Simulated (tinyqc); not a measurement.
Inside a calculation. Method: coupled-perturbed Hartree-Fock on RHF in the sto-6g basis, for H2O, spin multiplicity 1. One step of it, computed by the program tinyqc.

Question. Response to a field: uncoupled start. Field along z; U_ai = -mu_ai / (e_a - e_i), alpha = -4 sum U_ai mu_ai.

orbital energies (hartree): MO1 -20.525692, MO2 -1.200620, MO3 -0.536773, MO4 -0.426715, MO5 -0.390506, MO6 0.426316, MO7 0.548069

dipole integrals <a|z|i> (bohr):
```
          i1         i2         i3         i4        i5
a6  0.042080  -0.014707   0.000000  -0.583993  0.000000
a7  0.000000   0.000000  -0.692350   0.000000  0.000000
```

Give: uncoupled U; uncoupled polarisability.

Answer.

uncoupled U:
```
        i1     i2     i3     i4     i5
a6  -0.002  0.009  0.000  0.685  0.000
a7   0.000  0.000  0.638  0.000  0.000
```

uncoupled polarisability = 3.368 bohr^3
